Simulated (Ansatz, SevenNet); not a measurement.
**How well does each level of theory give the TO(Γ) frequency of rock-salt MgS?**

Reference value: 240 cm⁻¹ (measured, temperature not stated, no zero-point or thermal correction; as tabulated in Chmeruk and Núñez-Valdez (2023), arXiv:2212.11645).

```
level (code)                   value (cm⁻¹)  cell (Å³/atom)
-----------------------------  ------------  --------------
SevenNet-l3i5                           204           17.86
LDA (Ansatz)                              …           16.87
PBE (Ansatz)                            224           17.88
PBEsol (Ansatz)                         243           17.39
r²SCAN (Ansatz)                         237           17.61
B3LYP (VWN-RPA form) (Ansatz)             …           18.03
HSE06 (Ansatz)                            …           17.51
LC-ωPBE (Ansatz)                        246           17.23
PBE0 (Ansatz)                             …           17.52
r²SCAN0 (Ansatz)                        240           17.43
r²SCANh (Ansatz)                        238           17.53
Hartree–Fock (Ansatz)                   190           18.45
```

Task: Fill in the missing entries.

Result: 
- LDA (Ansatz, an electronic-structure program), value (cm⁻¹): 252
- B3LYP (VWN-RPA form) (Ansatz), value (cm⁻¹): 203
- HSE06 (Ansatz), value (cm⁻¹): 235
- PBE0 (Ansatz), value (cm⁻¹): 234

Differences against the reference: SevenNet-l3i5 -15.0 %, LDA +5.0 %, PBE -6.7 %, PBEsol +1.2 %, r²SCAN -1.2 %, B3LYP (VWN-RPA form) -15.4 %, HSE06 -2.1 %, LC-ωPBE +2.5 %, PBE0 -2.5 %, r²SCAN0 0.0 %, r²SCANh -0.8 %, Hartree–Fock -21 %.

Once the reference is moved by up to 3.0 % (a margin picked here for doubts on the reference and the settings, and for temperature and zero-point motion) and values within 0.7 % count as equal, the nearest can be r²SCAN0 (0.0 %), r²SCANh (-0.8 %), PBEsol (+1.2 %), r²SCAN (-1.2 %), HSE06 (-2.1 %), LC-ωPBE (+2.5 %) or PBE0 (-2.5 %). Farthest off among them: Hartree–Fock (-21 %). Within 10 %: LDA, PBE, PBEsol, r²SCAN, HSE06, LC-ωPBE, PBE0, r²SCAN0, r²SCANh.

The reference isn't brought to a static lattice, while the calculations are for one, so the differences are not the levels' errors alone.  Each level is taken at its own relaxed cell. Cutoffs and k meshes differ between the levels. Ansatz's density-functional and Hartree–Fock values are scalar-relativistic unless marked +SOC, with PAW data made under PBE.

Machine-learned potentials (SevenNet-l3i5) are trained on DFT data: a solid inside that data is no test of them.

Differences are worked out from the printed values.
